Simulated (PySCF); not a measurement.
Molecule: `CCS(=O)CC`, C4H10OS.

Bonds (- single, = double, # triple, : aromatic): C1-C2, C2-S3, S3=O4, S3-C5, C5-C6. C1 carries H7, H8, H9; C2 carries H10, H11; C5 carries H12, H13; C6 carries H14, H15, H16.

Frames of a GFN2-xTB Langevin trajectory at 300 K; GIAO PBE0/pcSseg-1 shieldings in PySCF, gas phase, non-relativistic; equivalent atoms averaged within each frame.

Shifts are taken against calculated references (same method and geometry level): TMS for ¹³C (σref 186.93), ¹H (σref 31.72); CS2 for ³³S (σref 503.73); ¹⁷O (σref 336.08) against H2O. The references are static minima.

Question: How do the shifts (ppm) fluctuate along the trajectory?

Answer: 
```
         time (fs)  C2/C5  C1/C6   S3    O4  H11/H12  H10/H13  H7/H8/H9/H14/H15/H16
optimised geometry   57.6   10.3  330  27.5     2.42     2.18                  1.47
               250   62.8   12.6  357  44.6     3.25     2.29                  1.94
               425   59.9   13.8  361  44.2     2.07     2.67                  1.85
               625   61.8    8.7  348  55.5     3.07     2.62                  1.13
               800   70.2    9.4  413  91.7     3.01     3.32                  1.04
              1000   56.0    9.0  322  80.5     2.13     3.75                  1.64
    mean of frames   62.1   10.7  360  63.3     2.70     2.93                  1.52
standard deviation    5.2    2.3   33  21.7     0.56     0.59                  0.41
```

5 frames give an uncertainty of the mean of about the standard deviation over 2.2 at best, since frames this close in time may not be independent; classical motion lacks zero-point vibration, and the reference would need the same averaging.
